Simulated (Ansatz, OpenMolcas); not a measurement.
BH3S (SMILES BS): methods side by side

BH3S: 5 atoms, total charge 0, spin state singlet. SMILES: `BS`. Geometry: relaxed at PBE0-D4/def2-TZVP.

```jsonl
{"atom": "B", "x (Å)": "-0.3921", "y (Å)": "-0.4210", "z (Å)": "0.0881"}
{"atom": "S", "x (Å)": "0.1617", "y (Å)": "1.2369", "z (Å)": "-0.1543"}
{"atom": "H", "x (Å)": "-1.5629", "y (Å)": "-0.5564", "z (Å)": "0.2642"}
{"atom": "H", "x (Å)": "0.3671", "y (Å)": "-1.3376", "z (Å)": "0.0742"}
{"atom": "H", "x (Å)": "1.4761", "y (Å)": "1.0044", "z (Å)": "-0.3136"}
```

Each level gives the energy change with the B1–S2 bond stretched from 1.765 to 3.529 Å (eV). The values are calculated.

```json
{"level": "HF/STO-3G (restricted)", "kind": "Hartree–Fock", "program": "OpenMolcas", "value (eV)": "9.22", "less FCI/STO-3G": "+3.44", "CPU time (all runs)": "2.7 s"}
{"level": "SVWN5/STO-3G (restricted)", "kind": "LDA", "program": "Ansatz", "value (eV)": "7.77", "less FCI/STO-3G": "+1.99", "CPU time (all runs)": "1.2 s"}
{"level": "BLYP/STO-3G (restricted)", "kind": "GGA", "program": "Ansatz", "value (eV)": "6.92", "less FCI/STO-3G": "+1.14", "CPU time (all runs)": "1.8 s"}
{"level": "r2SCAN0/STO-3G (restricted)", "kind": "hybrid meta-GGA", "program": "Ansatz", "value (eV)": "8.08", "less FCI/STO-3G": "+2.30", "CPU time (all runs)": "4.4 s"}
{"level": "HSE06/STO-3G (restricted)", "kind": "range-separated hybrid", "program": "Ansatz", "value (eV)": "7.88", "less FCI/STO-3G": "+2.10", "CPU time (all runs)": "2.2 s"}
{"level": "wB97X/STO-3G (restricted)", "kind": "range-separated hybrid", "program": "Ansatz", "value (eV)": "8.48", "less FCI/STO-3G": "+2.70", "CPU time (all runs)": "7.5 s"}
{"level": "B2PLYP/STO-3G (restricted)", "kind": "double hybrid", "program": "OpenMolcas", "value (eV)": "7.27", "less FCI/STO-3G": "+1.49", "CPU time (all runs)": "6.7 s"}
{"level": "CCSDTQ/STO-3G (restricted)", "kind": "coupled cluster or CI", "program": "Ansatz", "value (eV)": "5.78", "less FCI/STO-3G": "0.00", "CPU time (all runs)": "6.1 s"}
{"level": "FCI/STO-3G", "kind": "exact in the basis", "program": "Ansatz", "value (eV)": "5.78", "less FCI/STO-3G": "0.00", "CPU time (all runs)": "2.7 s"}
```

FCI/STO-3G is exact within its basis and frozen core, so for wave-function methods in that basis the difference is their error; functionals converge differently with the basis, so for them it is only a difference. A spin-restricted reference rises too steeply as a bond breaks; here HF/STO-3G, SVWN5/STO-3G, BLYP/STO-3G, r2SCAN0/STO-3G, HSE06/STO-3G, wB97X/STO-3G, B2PLYP/STO-3G lie well above the multireference or unrestricted value. The first shape isn't each level's own minimum. The values span 5.78 to 9.22 eV. All rows use very small basis sets, so none should be taken for the real molecule's value. Times are those of the runs behind each value, whatever else they computed, on shared processors of several kinds: orders of magnitude only.
